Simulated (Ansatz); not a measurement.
Wavefunction ladder for C₃H₄N₂ (`CC(=N)C#N`)

| atom | x (Å) | y (Å) | z (Å) |
| --- | --- | --- | --- |
| C1 | -0.861 | 0.176 | 0.488 |
| C2 | 0.346 | -0.065 | -0.365 |
| N3 | 0.431 | -0.044 | -1.627 |
| C4 | 1.559 | -0.358 | 0.377 |
| N5 | 2.482 | -0.583 | 1.024 |
| H6 | -0.683 | 1.013 | 1.167 |
| H7 | -1.730 | 0.392 | -0.133 |
| H8 | -1.067 | -0.701 | 1.107 |
| H9 | -0.478 | 0.171 | -2.039 |

Charge 0, multiplicity 1. Geometry: relaxed with PBE0-D4/def2-TZVP. It is one conformer, not always the lowest. Frozen core, restricted reference, Ansatz. CBS rows extrapolate triple and quadruple zeta; past MP2 they add the triple-zeta difference.

```tsv
basis	HF (Eh)	MP2 corr.
def2-SVP	-224.62926	-0.71080
def2-TZVPP	-224.88930	-0.86379
def2-QZVPP	-224.89884	-0.92046
```

Problem. Estimate the CCSD correlation energy and the (T) correction in each basis where they were run (hartree).

Solution. 
| basis | CCSD corr. | (T) |
| --- | --- | --- |
| def2-SVP | -0.74169 | -0.02914 |
| def2-TZVPP | -0.88311 | -0.04369 |
| CBS(def2) | -0.98177 | as TZ |
